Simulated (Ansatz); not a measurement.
A nudged elastic band was laid between two geometries of CH₇BO (10 atoms, charge 0, multiplicity 1).

Theory: RKS LDA/def2-SVP in Ansatz 0.2.0.

```
movable images  : 5
climbing image  : yes
spring          : 5.0 eV/Å²
optimiser       : quadratic models (default)
start path      : through a guess of the saddle point
force threshold : 0.05 eV/Å
iteration limit : 60
end points      : relaxed
```

Initial state:

```xyz
10
Properties=species:S:1:pos:R:3
B -0.123 -0.067 0.170
H -0.350 0.307 1.331
H 0.954 0.338 -0.269
C -1.359 0.031 -0.817
H -2.287 -0.460 -0.434
H -1.631 1.102 -0.948
H -1.155 -0.369 -1.835
O 0.142 -1.682 0.331
H -0.735 -2.076 0.535
H 0.704 -1.811 1.124
```

Final state:

```xyz
10
Properties=species:S:1:pos:R:3
B 0.127 -0.448 -0.788
H -0.610 -0.804 2.858
H 1.079 0.073 -1.355
C -1.334 0.044 -1.004
H -2.111 -0.513 -0.435
H -1.406 1.123 -0.733
H -1.590 0.004 -2.087
O 0.459 -1.471 0.031
H -0.323 -1.870 0.464
H -0.130 -0.823 2.238
```

Question: What changes between the two ends?

Answer: Bonds broken: B1–H2, O8–H10. Bonds formed: H2–H10. CH7BO becomes CH5BO + H2.

Question: Give the energies along the band, and the barrier.

Answer: It converged. The highest image is number 2 of 0 to 6, 12.1 kcal/mol above the first end and 26.2 kcal/mol above the last; the last end lies 14.1 kcal/mol below the first. The profile has 2 maxima (images 2, 5) with wells between them (image 4): this band takes more than one step, which may be the mechanism or a detour left from its start path. A vibrational analysis at the climbing image gives one clearly imaginary mode, 1039i cm⁻¹: a first-order saddle point. The orbitals stay closed-shell, which can raise the energy where a bond breaks towards radicals; this wasn't checked here.

| image | path coordinate (Å) | energy (kcal/mol) | B1–H2 (Å) | O8–H10 (Å) | H2–H10 (Å) |
| --- | --- | --- | --- | --- | --- |
| 0 | 0.00 | 0.0 | 1.24 | 0.98 | 2.37 |
| 1 | 2.93 | 1.6 | 1.23 | 0.99 | 3.07 |
| 2 | 5.85 | 12.1 | 1.37 | 1.28 | 1.05 |
| 3 | 7.70 | -13.8 | 3.11 | 2.39 | 0.78 |
| 4 | 9.55 | -13.9 | 3.81 | 2.32 | 0.78 |
| 5 | 11.39 | -13.5 | 3.43 | 2.37 | 0.78 |
| 6 | 13.24 | -14.1 | 3.74 | 2.38 | 0.78 |

Question: What is the geometry of the highest image?

Answer: 
```xyz
10
Properties=species:S:1:pos:R:3
B 0.030 -0.471 -0.120
H 0.291 0.380 0.922
H 1.077 -0.479 -0.748
C -1.315 -0.041 -0.809
H -1.552 -0.757 -1.630
H -2.192 -0.012 -0.123
H -1.234 0.961 -1.283
O -0.071 -1.748 0.776
H -1.022 -1.927 0.923
H 0.148 -0.593 1.280
```

Time of the run: 4.2 min on 1 thread of Arm Neoverse V1, on a shared host, peak memory 0.13 GiB.
